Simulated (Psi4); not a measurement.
Psi4 input (wB97X-D/6-31G*):

```
memory 1500 MB

molecule {
-1 2
Si    0.00223457   -0.00101284    0.09492492
H     0.00260731    1.28256971   -0.65129472
H    -0.03389125   -1.26838990   -0.67765412
symmetry c1
no_reorient
no_com
}

set {
  basis 6-31G*
  reference uks
  scf_type pk
  dft_radial_points 99
  dft_spherical_points 590
  e_convergence 1e-8
  d_convergence 1e-7
  maxiter 150
}

e = energy('wb97x-d')
print_out(f'\nFINAL {e:.10f} DIPOLE {variable("CURRENT DIPOLE")[0]:.6f} {variable("CURRENT DIPOLE")[1]:.6f} {variable("CURRENT DIPOLE")[2]:.6f}\n')
```

From the last part of the output:

```
  HONO-1 :    8  A 1.9981703
  HONO-0 :    9  A 1.0000000
  LUNO+0 :   10  A 0.0018297
  LUNO+1 :   11  A 0.0001035
  LUNO+2 :   12  A 0.0000903
  LUNO+3 :   13  A 0.0000001

Computation Completed

Properties will be evaluated at   0.000000,   0.000000,   0.000000 [a0]

Properties computed using the SCF density matrix

 Multipole Moments:

 ------------------------------------------------------------------------------------
     Multipole            Electronic (a.u.)      Nuclear  (a.u.)        Total (a.u.)
 ------------------------------------------------------------------------------------

 L = 1.  Multiply by 2.5417464519 to convert [e a0] to [Debye]
 Dipole X            :         -0.0184195            0.0000001           -0.0184195
 Dipole Y            :          0.0083487            0.0000001            0.0083488
 Dipole Z            :         -0.7824627            0.0000001           -0.7824627
 Magnitude           :                                                    0.7827240

 ------------------------------------------------------------------------------------

FINAL -290.5951129985 DIPOLE -0.018419 0.008349 -0.782463

*** Psi4 exiting successfully. Buy a developer a beer!
```

The dipole moment of an ion depends on the origin.
